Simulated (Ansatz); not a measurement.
Compare A (`CCCCCCCC`) with its isomer B (`CCC(C)(C)C(C)C`).

Computed with Ansatz on PBE0-D4/def2-TZVP structures; ΔE is electronic, products minus reactants. CCSD(T)/CBS adds triple-zeta CCSD(T) − MP2 to the extrapolated MP2 energy (def2 sets, frozen cores). Functionals use def2-TZVPP. B3LYP here is the variant with VWN-RPA as its local correlation; programs differ in this. One conformer a species, not always the lowest.

A:

```xyz
26

C     0.0645    2.9285   -2.8223
C     0.5709    1.6808   -2.1197
C    -0.4647    1.0516   -1.2027
C     0.0296   -0.1999   -0.4974
C    -1.0107   -0.8165    0.4235
C    -0.5791   -2.1267    1.0717
C     0.6684   -2.0420    1.9448
C     0.5413   -1.0728    3.1085
H    -0.8116    2.7051   -3.4380
H     0.8264    3.3619   -3.4743
H    -0.2297    3.6950   -2.0997
H     0.8880    0.9415   -2.8645
H     1.4669    1.9242   -1.5367
H    -1.3641    0.8106   -1.7835
H    -0.7804    1.7892   -0.4537
H     0.3370   -0.9418   -1.2458
H     0.9341    0.0464    0.0708
H    -1.9280   -0.9964   -0.1489
H    -1.2835   -0.0892    1.1969
H    -1.4083   -2.5093    1.6787
H    -0.4095   -2.8714    0.2852
H     0.8879   -3.0427    2.3316
H     1.5321   -1.7653    1.3309
H     0.4141   -0.0425    2.7668
H    -0.3216   -1.3201    3.7342
H     1.4299   -1.0983    3.7435
```

B:

```xyz
26

C    -1.6524   -1.0722    1.5097
C    -0.9452   -1.3204    0.1876
C     0.3175   -0.4827   -0.0856
C     1.3940   -0.8657    0.9312
C     0.8190   -0.8585   -1.4787
C     0.0115    1.0337    0.0251
C     1.2205    1.9223   -0.2476
C    -1.1510    1.4889   -0.8493
H    -2.4938   -1.7592    1.6264
H    -0.9874   -1.2254    2.3629
H    -2.0511   -0.0574    1.5788
H    -0.6515   -2.3750    0.1349
H    -1.6542   -1.1738   -0.6336
H     1.1425   -0.5232    1.9382
H     1.5150   -1.9522    0.9667
H     2.3646   -0.4401    0.6702
H     0.0829   -0.6265   -2.2523
H     1.0162   -1.9332   -1.5281
H     1.7494   -0.3445   -1.7291
H    -0.2782    1.2061    1.0693
H     0.9636    2.9687   -0.0642
H     2.0712    1.6795    0.3909
H     1.5469    1.8486   -1.2884
H    -0.9345    1.3438   -1.9113
H    -2.0794    0.9623   -0.6220
H    -1.3360    2.5559   -0.7017
```

Q: Which isomer does CCSD(T)/CBS put lower? Give the gap. (Best estimate.)

A: Computed: B, by 2.1 kcal/mol.

Q: Give E(B) − E(A) in kcal/mol with BLYP-D4, B3LYP-D4, LDA (SPW92), r2SCAN-D4, B3LYP, CCSD(T)/def2-TZVPP, CCSD(T)/def2-SVP. (Estimate.)

A: The calculation gave: BLYP-D4 -0.5, B3LYP-D4 -0.1, LDA (SPW92) -3.5, r2SCAN-D4 -0.9, B3LYP 4.7, CCSD(T)/def2-TZVPP -2.4, CCSD(T)/def2-SVP -1.8. The order is the other way round with B3LYP.

Largest T1 diagnostic: 0.009.

From BLYP to BHLYP (50 % exact exchange), in def2-TZVPP and without D4, E(B) − E(A) moves by −1.8 kcal/mol. Leaving LDA and LC-ωPBE aside and taking each functional with its dispersion term where it has one, the values, not all of them listed here, spread over 3.2 kcal/mol, from revPBE-D4 to B2PLYP. LDA lies −6.2 kcal/mol from PBE without D4.
